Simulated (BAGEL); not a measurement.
**One shape, several levels: doublet [CH6N]2+**

We compute a comparison of 3 runs (UHF/STO-3G, ROHF/6-31G*, ROHF/def2-TZVP) of doublet [CH6N]2+. 

The calculation is run with BAGEL 1.2.2.

## Step 1: Starting point

[CH6N]2+ has 8 atoms, charge +2, and is taken as a doublet. SMILES of the parent species: `C[NH3+]`. The shape is that of a PBE0-D4/def2-TZVP optimisation. That shape belongs to the parent species and isn't relaxed for this state.

Bond lengths: C1–N2 1.497 Å, C1–H3 1.087 Å, C1–H4 1.088 Å, C1–H5 1.087 Å, N2–H6 1.023 Å, N2–H7 1.023 Å, N2–H8 1.023 Å. Some angles: C1–N2–H6 111.4°, C1–N2–H7 111.4°, C1–N2–H8 111.4°, N2–C1–H3 108.5°, N2–C1–H4 108.5°, N2–C1–H5 108.5°, H6–N2–H7 107.4°, H6–N2–H8 107.4°, H7–N2–H8 107.4°, H3–C1–H4 110.4°.

## Step 2: A single-point energy at UHF/STO-3G (density fitting with qzvpp-jkfit) (run 1)

Contents of hf.json:

```json
{ "bagel": [

{
  "title": "molecule",
  "basis": "sto-3g",
  "df_basis": "qzvpp-jkfit",
  "angstrom": true,
  "geometry": [
    { "atom": "C", "xyz": [   -0.225100,    0.293000,   -0.663400 ] },
    { "atom": "N", "xyz": [    0.218700,   -0.284600,    0.644500 ] },
    { "atom": "H", "xyz": [   -0.041000,   -0.440800,   -1.444600 ] },
    { "atom": "H", "xyz": [   -1.286800,    0.519400,   -0.597800 ] },
    { "atom": "H", "xyz": [    0.345600,    1.199300,   -0.851500 ] },
    { "atom": "H", "xyz": [    0.065500,    0.371300,    1.413900 ] },
    { "atom": "H", "xyz": [    1.214900,   -0.515300,    0.632300 ] },
    { "atom": "H", "xyz": [   -0.291800,   -1.142300,    0.866700 ] }
  ]
},
{
  "title": "uhf",
  "charge": 2,
  "nopen": 1
},
{
  "title": "print",
  "file": "orbitals.molden",
  "orbitals": true
}

]}
```

Launch:

```
$ BAGEL_NUM_THREADS=1 BAGEL hf.json > hf.out
```

The program printed:

```text
* using 1 threads per process

  ===============================================================
  ===============================================================

  *** Geometry ***

  { "atom" : "C", "xyz" : [     -0.425377,      0.553690,     -1.253644 ] },
  { "atom" : "N", "xyz" : [      0.413283,     -0.537816,      1.217928 ] },
  { "atom" : "H", "xyz" : [     -0.077479,     -0.832991,     -2.729898 ] },
[... 4 lines of this table left out ...]
  { "atom" : "H", "xyz" : [     -0.551422,     -2.158634,      1.637826 ] },

  Number of auxiliary basis functions:      260

  Since a DF basis is specified, we compute 2- and 3-index integrals:
    o Being stored without compression. Storage requirement is 0.001 GB

  Number of basis functions:       16
  Number of electrons      :       19

    * METHOD: MOLECULE                             0.05

  *** Open-shell HF ***

  === Nuclear Repulsion ===
    47.9675182919

      * DIIS with orbital gradients will be used.

  === UHF iteration (sto-3g) ===
      0        -93.61796949          0.06502634           0.00
      1        -93.70944307          0.01588391           0.00
      2        -93.71592110          0.00615254           0.00
[... 44 lines of this table left out ...]
     47        -93.71814338          0.00000001           0.00
    * SCF iteration converged.

    * S^2 (UHF) is 0.7586

    * Permanent dipole moment:
           (    0.215139,     0.091458,     0.262575) a.u.

    * METHOD: UHF                                  0.17

    * METHOD: PRINT                                0.00

  ===============================================================
```

It took 0.34 s on 1 thread of Arm Neoverse V1, shared host.

## Step 3: The energy at ROHF/6-31G(d) (density fitting with qzvpp-jkfit, spherical functions) (run 2)

Contents of job.json:

```json
{ "bagel": [

{
  "title": "molecule",
  "basis": "6-31gs.json",
  "df_basis": "qzvpp-jkfit",
  "angstrom": true,
  "geometry": [
    { "atom": "C", "xyz": [      -0.225100,       0.293000,      -0.663400 ] },
    { "atom": "N", "xyz": [       0.218700,      -0.284600,       0.644500 ] },
    { "atom": "H", "xyz": [      -0.041000,      -0.440800,      -1.444600 ] },
    { "atom": "H", "xyz": [      -1.286800,       0.519400,      -0.597800 ] },
    { "atom": "H", "xyz": [       0.345600,       1.199300,      -0.851500 ] },
    { "atom": "H", "xyz": [       0.065500,       0.371300,       1.413900 ] },
    { "atom": "H", "xyz": [       1.214900,      -0.515300,       0.632300 ] },
    { "atom": "H", "xyz": [      -0.291800,      -1.142300,       0.866700 ] }
  ]
},

{
  "title": "rohf",
  "charge": 2,
  "nopen": 1
},

{
  "title": "print",
  "file": "orbitals.molden",
  "orbitals": true
}

]}
```

The basis set 6-31G* is read from a file made from the Basis Set Exchange's data (not shown).

Launch:

```
$ BAGEL_NUM_THREADS=1 BAGEL job.json > job.out
```

The program printed:

```text
* using 1 threads per process

  ===============================================================
  ===============================================================

  *** Geometry ***

  { "atom" : "C", "xyz" : [     -0.425377,      0.553690,     -1.253644 ] },
  { "atom" : "N", "xyz" : [      0.413283,     -0.537816,      1.217928 ] },
  { "atom" : "H", "xyz" : [     -0.077479,     -0.832991,     -2.729898 ] },
[... 4 lines of this table left out ...]
  { "atom" : "H", "xyz" : [     -0.551422,     -2.158634,      1.637826 ] },

  Number of auxiliary basis functions:      260

  Since a DF basis is specified, we compute 2- and 3-index integrals:
    o Being stored without compression. Storage requirement is 0.003 GB

  Number of basis functions:       40
  Number of electrons      :       19

    * METHOD: MOLECULE                             0.05

  *** Open-shell HF ***

  === Nuclear Repulsion ===
    47.9675182919

      * DIIS with orbital gradients will be used.

  === ROHF iteration (6-31gs.json) ===
      0        -94.74854800          0.04147969           0.01
      1        -94.82173390          0.01434909           0.01
      2        -94.83029256          0.00739954           0.01
[... 31 lines of this table left out ...]
     34        -94.83359668          0.00000001           0.01
    * SCF iteration converged.

    * S^2 (ROHF) is 0.7500

    * Permanent dipole moment:
           (    0.241314,     0.033468,     0.317665) a.u.

    * METHOD: ROHF                                 0.32

    * METHOD: PRINT                                0.00

  ===============================================================
```

Wall time 0.5 s (1 thread of Arm Neoverse V1, shared host).

## Step 4: The energy at ROHF/def2-TZVP (density fitting with qzvpp-jkfit) (run 3)

Contents of input.json:

```json
{ "bagel": [

{
  "title": "molecule",
  "basis": "def2-tzvp.json",
  "df_basis": "qzvpp-jkfit",
  "angstrom": true,
  "geometry": [
    { "atom": "C", "xyz": [   -0.225100,    0.293000,   -0.663400 ] },
    { "atom": "N", "xyz": [    0.218700,   -0.284600,    0.644500 ] },
    { "atom": "H", "xyz": [   -0.041000,   -0.440800,   -1.444600 ] },
    { "atom": "H", "xyz": [   -1.286800,    0.519400,   -0.597800 ] },
    { "atom": "H", "xyz": [    0.345600,    1.199300,   -0.851500 ] },
    { "atom": "H", "xyz": [    0.065500,    0.371300,    1.413900 ] },
    { "atom": "H", "xyz": [    1.214900,   -0.515300,    0.632300 ] },
    { "atom": "H", "xyz": [   -0.291800,   -1.142300,    0.866700 ] }
  ]
},
{
  "title": "rohf",
  "charge": 2,
  "nopen": 1
},
{
  "title": "print",
  "file": "orbitals.molden",
  "orbitals": true
}

]}
```

The basis set def2-TZVP is read from a file made from the Basis Set Exchange's data (not shown).

Launch:

```
$ BAGEL_NUM_THREADS=1 BAGEL input.json > input.out
```

The program printed:

```text
* using 1 threads per process

  ===============================================================
  ===============================================================

  *** Geometry ***

  { "atom" : "C", "xyz" : [     -0.425377,      0.553690,     -1.253644 ] },
  { "atom" : "N", "xyz" : [      0.413283,     -0.537816,      1.217928 ] },
  { "atom" : "H", "xyz" : [     -0.077479,     -0.832991,     -2.729898 ] },
[... 4 lines of this table left out ...]
  { "atom" : "H", "xyz" : [     -0.551422,     -2.158634,      1.637826 ] },

  Number of auxiliary basis functions:      260

  Since a DF basis is specified, we compute 2- and 3-index integrals:
    o Being stored without compression. Storage requirement is 0.020 GB

  Number of basis functions:       98
  Number of electrons      :       19

    * METHOD: MOLECULE                             0.10

  *** Open-shell HF ***

  === Nuclear Repulsion ===
    47.9675182919

      * DIIS with orbital gradients will be used.

  === ROHF iteration (def2-tzvp.json) ===
      0        -94.78754180          0.03011243           0.03
      1        -94.86980564          0.00937960           0.04
      2        -94.87959627          0.00485271           0.04
[... 46 lines of this table left out ...]
     49        -94.88358943          0.00000001           0.04
    * SCF iteration converged.

    * S^2 (ROHF) is 0.7500

    * Permanent dipole moment:
           (    0.232038,     0.048520,     0.286878) a.u.

    * METHOD: ROHF                                 1.96

    * METHOD: PRINT                                0.02

  ===============================================================
```

It took 2.2 s on 1 thread of Arm Neoverse V1, shared host.

## Step 5: The series

```csv
run,level,energy (Eh),⟨S²⟩,wall time
1,UHF/STO-3G (density fitting with qzvpp-jkfit),-93.718143,0.759,0.34 s
2,"ROHF/6-31G* (density fitting with qzvpp-jkfit, spherical functions)",-94.833597,0.750,0.5 s
3,ROHF/def2-TZVP (density fitting with qzvpp-jkfit),-94.883589,0.750,2.2 s
```

## Step 6: What came out

```
           quantity         value
run 3: total energy  -94.88359 Eh
        run 3: ⟨S²⟩         0.750
```

**Reading.** In run 1 the basis is minimal, so the values are rough. All runs together took 3 s, the longest 2.2 s.
